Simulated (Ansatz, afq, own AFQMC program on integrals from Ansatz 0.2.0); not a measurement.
SiH2O, singlet → SiH2O⁺, doublet

```yaml
atoms:
  - { symbol: Si, position_ang: [0.0000, -0.1186, 0.6062] }
  - { symbol: O, position_ang: [0.0000, 0.1621, -1.0273] }
  - { symbol: H, position_ang: [0.0000, 1.3666, 0.9807] }
  - { symbol: H, position_ang: [0.0000, -0.6354, -1.5633] }
```

Connectivity, by distances: SiH–OH.

E(doublet, charge +1) − E(singlet, charge +0) at this geometry, on RHF and UHF determinants.

Basis cc-pVDZ. Noble-gas cores (and the filled d shells of Ga–Kr and In–Xe) are frozen. AFQMC by an in-house program on the Cholesky factors that Ansatz 0.2.0 writes for its CCSD(T) run. The CISD trial takes its coefficients from CCSD amplitudes. Released means that phaseless walkers are propagated on without the constraint, phases kept. ± is one standard error of the sampling. The errors of all members are added in quadrature.

No full CI on the walks' own integrals is used here; CCSDT(Q) serves as the reference and is uncertain by about the last step of the cluster series. Each member takes its own surest rung, up to full CI.

The best estimate is CCSD(T) at the basis-set limit (CBS: def2-TZVPP and def2-QZVPP, with their diffuse functions for anions and beside diffuse sets, CCSD(T) itself extrapolated) plus the step from CCSD(T) to CCSDT(Q) in cc-pVDZ. Rows without CBS are in cc-pVDZ, the functionals in def2-TZVP; B2PLYP and the wave-function rows carry a basis error of their own. Core correlation and relativity beyond core potentials are missing, and ± holds the sampling alone.

Cautions: SiH₂O (singlet): restricted determinant unstable towards unrestricted (UHF 6 meV lower, ⟨S²⟩ 0.11), the released energies move by 1.5 errors or more from one time to the next, so no released level is given (meV from the phaseless value at times in 1/Eh: -6 ± 5 at 0.24, -8 ± 4 at 0.51, -8 ± 4 at 0.99, -6 ± 5 at 1.62, -15 ± 5 at 2.40); SiH₂O⁺ (doublet): the released energies move by 1.5 errors or more from one time to the next, so no released level is given (meV from the phaseless value at times in 1/Eh: -5 ± 4 at 0.24, -1 ± 3 at 0.51, -9 ± 7 at 0.99, -5 ± 3 at 1.62, -21 ± 5 at 2.40), though the last usable value meets CCSDT(Q) within the noise.

Best estimate: 883.0 kJ/mol.

| level | vertical ionization energy (kJ/mol) | error against the best estimate (kJ/mol) |
| --- | --- | --- |
| HF | 786.0 | -97.0 |
| MP2 | 833.6 | -49.4 |
| CCSD | 850.2 | -32.7 |
| CCSD(T) | 848.1 | -34.9 |
| CCSDT | 847.4 | -35.5 |
| CCSDT(Q) | 847.1 | -35.9 |
| ph-AFQMC/CISD | 847.6 ± 0.7 | -35.4 ± 0.7 |
| HF/CBS | 788.2 | -94.7 |
| MP2/CBS | 871.3 | -11.6 |
| CCSD(T)/CBS | 884.2 | 1.2 |
| PBE | 851.7 | -31.2 |
| r2SCAN | 850.0 | -33.0 |
| PBE0 | 860.9 | -22.0 |
| B3LYP | 870.6 | -12.4 |
| wB97M-V | 872.0 | -10.9 |
| B2PLYP | 860.6 | -22.4 |

Correlation beyond CCSD(T) takes off 1.2 kJ/mol. Going to the basis-set limit adds 36.1 kJ/mol at CCSD(T). The perturbative (T) step is worth −2.2 kJ/mol. The functionals spread over 22.1 kJ/mol; wB97M-V and B3LYP come nearest and r2SCAN is 33.0 kJ/mol too low.

Best estimates are given only where the step beyond CCSD(T) is under 0.3 eV and no member's determinant is very poor (T1 over 0.05, or 0.07 for open shells, ⟨S²⟩ too high by 0.3, two states mixed), so the hardest cases are missing from such tables.

The functionals ran in a triple-zeta set and keep a basis error of their own, a few kJ/mol for each bond in atomization energies and more for double hybrids, so close places among them and the extrapolated levels can swap.

CCSDT and higher add their correlation energy to the determinant of the CCSD(T) run, since their own runs factorise the integrals more tightly (a shift of under 2 meV). Each member of a difference takes its own highest rung, so a best estimate needn't equal the limit plus the step of one row. A walk keeps the symmetry of its determinant, which the program's search chose and which needn't be the lowest solution, so a lower state of the same spin and another symmetry isn't excluded.
